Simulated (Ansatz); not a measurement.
Grey tin (α-Sn) was calculated with PBEsol (Ansatz, a first-principles code, PAW).

Run with plane-wave cutoff 500 eV, 18×18×1 k mesh (along the axes of the cell as run), Fermi–Dirac smearing 0.1 eV, scalar-relativistic PAW data made under PBE.

Problem. Estimate the surface energy of the (111) face and work function of the (111) face that the calculation returns.

Solution. 
* **surface energy of the (111) face**: 1.41 J/m²
* **work function of the (111) face**: 4.66 eV

The slab of 12 atoms is relaxed and unreconstructed.

Spin–orbit coupling is not included.

Static lattice: no zero-point or thermal effects.

Computing time: roughly 8 core-minutes.
